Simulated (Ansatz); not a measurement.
Working through a comparison of dispersion corrections of C₃H₆FN, SMILES NC1CC1F

Computed with Ansatz's Python interface.

Typed at the interpreter:
```pycon
>>> import ansatz as az
>>> GEOMETRY = '''
... N    -0.54900    0.71400   -1.30870
... C     0.11340   -0.29060   -0.58160
... C     0.99980    0.11250    0.53060
... C    -0.17370   -0.59050    0.83870
... F    -1.26130    0.13210    1.40480
... H    -1.43440    0.38720   -1.75900
... H    -0.92370    1.46700   -0.66630
... H     0.48420   -1.10580   -1.20130
... H     1.96190   -0.42230    0.70250
... H     1.10110    1.15820    0.84030
... H    -0.25300   -1.61860    1.22060
... '''
>>> molecule = az.Crystal.molecule()
>>> for line in GEOMETRY.strip().splitlines():
...     symbol, *xyz = line.split()
...     molecule = molecule.atom(symbol, [float(v) for v in xyz])
...
>>> base = molecule.calculation().basis(gaussian='def2-SVP')
>>> for name in ['blyp', 'pbe0']:
...     for correction in ('d3bj', 'd4'):
...         summary = base.functional(name, dispersion=correction).run().report
...         print(f'{name:8s} {correction:5s} total {summary["free_energy_ev"]:.5f} eV, of which dispersion {1000 * summary["dispersion"]["energy"]["ev"]:.2f} meV')
...
blyp     d3bj  total -7406.18987 eV, of which dispersion -398.47 meV
blyp     d4    total -7406.20355 eV, of which dispersion -412.15 meV
pbe0     d3bj  total -7400.66873 eV, of which dispersion -160.29 meV
pbe0     d4    total -7400.65738 eV, of which dispersion -148.94 meV
```

The settings weren't tested for convergence. The geometry is a force-field or estimated start, not a minimum of this method, and the basis set is short of its limit. D4 holds the three-body term, and d3bj doesn't. The whole script took 11 s on 1 thread of Arm Neoverse V2 (shared host), peak memory 0.23 GiB.

(Lines on the test bed's own set-up are left out of the output.)
